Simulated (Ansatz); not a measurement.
## [OH···H···H], doublet along the distance O1-H3

Starting geometry:

```yaml
atoms:
  - { symbol: O, position_ang: [-0.1533, -0.0491, 0.0000] }
  - { symbol: H, position_ang: [-0.4027, 0.8775, 0.0000] }
  - { symbol: H, position_ang: [0.8062, -0.0491, 0.0000] }
  - { symbol: H, position_ang: [2.0307, -0.0491, 0.0000] }
```

From there H3 is moved from one fragment to the other while all else, the fragments' distance too, stays fixed; atoms are numbered as listed. Energies are in eV, counted from the starting geometry at the same level. Kohn–Sham curves are unrestricted where that lies lower.

Basis cc-pVDZ; Ansatz 0.2.0. Only valence electrons are correlated (noble-gas cores frozen). Prefix R: restricted or restricted open-shell reference; prefix U: unrestricted.

In so small a basis the reference is far from its limit while semilocal and hybrid functionals are nearer theirs (RPA and double hybrids share much of the reference's basis error), so the functionals' errors here hold much of the reference's basis and frozen-core error, which can add to them or hide them.

Full CI isn't at hand for all of this; UCCSDTQ serves as the reference, and is uncertain by about the last step of the cluster series.

```
distance O1-H3 (Å)  UCCSDTQ     PBE    BLYP  r2SCAN   PBE0  B3LYP  r2SCANh  wB97M-V  B2PLYP  RPA-PBE
             0.960    0.000   0.000   0.000   0.000  0.000  0.000    0.000    0.000   0.000    0.000
             1.028    0.066  -0.026  -0.046  -0.003  0.030  0.001    0.013    0.032   0.039    0.018
             1.165    0.406   0.151   0.087   0.222  0.290  0.202    0.262    0.302   0.330    0.233
             1.302    0.547   0.311   0.208   0.374  0.432  0.310    0.410    0.436   0.478    0.318
             1.439    0.539   0.510   0.370   0.497  0.530  0.400    0.502    0.497   0.521    0.361
```

Problem. Judged by the spread of the error over the points with a reference (largest less smallest), which of these follows UCCSDTQ best and which worst?

Solution. Subtracting the UCCSDTQ column from each: best B2PLYP (errors from -0.077 to 0.000, spread 0.077 eV), worst BLYP (from -0.340 to 0.000, spread 0.340 eV). Functionals and wave-function methods converge differently with the basis, so part of this is basis effect.
